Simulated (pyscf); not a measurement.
## Addition across a multiple bond or ene-type step: `[O]=[Nb]([F])([F])[F]` + `[H][H]` → `[OH][NbH]([F])([F])[F]`

Gas phase, singlet surface, charge 0. Bonds broken: H6–H7. Bonds formed: O1–H6, Nb2–H7. Single points on ωB97X-D3(BJ)/def2-SVP structures (PySCF, gas phase).

Transition state (Å):

```xyz
7

O      0.4277     0.6340     0.6603
Nb    -0.9844    -0.2324     0.0008
F     -0.4970    -1.8320    -0.7937
F     -2.3304     0.9364    -0.4983
F     -2.0230    -1.0706     1.3072
H      0.5485     0.8288    -0.4764
H     -0.0610     0.5292    -1.4924
```

One imaginary mode, 1386i cm⁻¹; descent along it reached the two sides named, in the forms told below.

```
bond    change  reactant side (Å)  saddle  product side
------  ------  -----------------  ------  ------------
H6–H7   breaks              0.761   1.222           3.9
O1–H6    forms                2.7   1.160         0.962
Nb2–H7   forms                3.0   1.914         1.730
```

Electronic energies relative to the separated reactants (kcal/mol):

| level | barrier | reaction energy | reverse barrier |
|---|---|---|---|
| ωB97X-D3(BJ)/def2-TZVP | 35.9 | +10.2 | 25.7 |
| PBE/def2-TZVP | 32.5 | +12.5 | 20.0 |
| r²SCAN/def2-TZVP | 32.6 | +10.5 | 22.1 |
| B3LYP-D3(BJ)/def2-TZVP | 35.9 | +10.3 | 25.6 |
| PBE0-D3(BJ)/def2-TZVP | 32.7 | +9.0 | 23.8 |
| M06-2X/def2-TZVP | 36.7 | +9.2 | 27.5 |
| ωB97M-D3(BJ)/def2-TZVP | 36.0 | +9.7 | 26.2 |

With ωB97M-D3(BJ)/def2-TZVP energies and thermal terms (ideal gas, 1 atm, RRHO with modes under 100 cm⁻¹ raised to 100, one conformer, R ln 2 for chiral ones without a mode under 150 cm⁻¹), in kcal/mol:

```tsv
T (K)	ΔH‡	ΔG‡	ΔH	ΔG
298	36.9	45.0	+13.5	+21.2
600	35.9	53.7	+13.2	+29.1
900	35.6	62.7	+13.5	+37.0
1200	35.8	71.7	+14.1	+44.8
```

On the product side the descent ends in a point that may be a rotor saddle (no frequency run), 1.9 kcal/mol over the lowest minimum found and 23.8 kcal/mol under the saddle at ωB97X-D3(BJ)/def2-TZVP. At the saddle there is also a short H–Nb contact that neither side keeps. One saddle was located; it need not be the lowest between these sides. Elements past Kr carry the def2 core potentials, without spin-orbit coupling.
